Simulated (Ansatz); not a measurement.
```yaml
crystal:
  periodic: [false, false, false]
  atoms:
    - {symbol: N, position_ang: [1.371758, -0.702140, -0.739968]}
    - {symbol: C, position_ang: [0.197066, -0.698415, -0.090149]}
    - {symbol: C, position_ang: [-0.617995, 0.272524, 0.293349]}
    - {symbol: C, position_ang: [-1.336990, 1.321580, 0.738904]}
    - {symbol: Xx, position_ang: [-2.199599, 1.800788, 0.115495]}
    - {symbol: H, position_ang: [1.565919, 0.324800, -0.890646]}
    - {symbol: H, position_ang: [1.622074, -1.276479, -1.211731]}
    - {symbol: H, position_ang: [0.146157, -2.038012, -0.063029]}
    - {symbol: H, position_ang: [-1.337718, 1.626931, 1.960465]}
basis:
  gaussian: {orbitals: def2-TZVPD}
hamiltonian: {xc: {name: PBE0}}
output: {forces: true}
```

```sh
$ ansatz run in.yaml --threads 2 --pin off --events-out ev --progress --plain --max-ram 4352MiB
```

It prints (some lines left out):

```
Error: YAML parse error: error: line 8 column 16: `Xx` is not an element symbol (H … Og, case-exact)
 6 |     - {symbol: C, position_ang: [-0.617995, 0.272524, 0.293349]}
 7 |     - {symbol: C, position_ang: [-1.336990, 1.321580, 0.738904]}
 8 |     - {symbol: Xx, position_ang: [-2.199599, 1.800788, 0.115495]}
 9 |     - {symbol: H, position_ang: [1.565919, 0.324800, -0.890646]}
10 |     - {symbol: H, position_ang: [1.622074, -1.276479, -1.211731]}
```

In this input an element symbol is wrong. The input was rejected before any iteration.
